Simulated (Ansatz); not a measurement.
| atom | x (Å) | y (Å) | z (Å) |
| --- | --- | --- | --- |
| H | 0.3700 | 0.0000 | 2.8000 |
| H | -0.3700 | 0.0000 | 2.8000 |
| Li | 1.3400 | 0.0000 | 0.0000 |
| Li | -1.3400 | 0.0000 | 0.0000 |

RHF on singlet Li2H2 was run in several spherical basis sets with Ansatz (development build ahead of 0.2.0).

Problem. Rank the basis sets by the total energy that they give, lowest first, with the distance from the lowest.
A. def2-SVP
B. 6-31G
C. cc-pVDZ

Solution. C (0.00 eV), B (0.15 eV), A (0.40 eV).

Totals follow the description of the cores as much as that of the bonds, so this order isn't one of quality for chemistry.
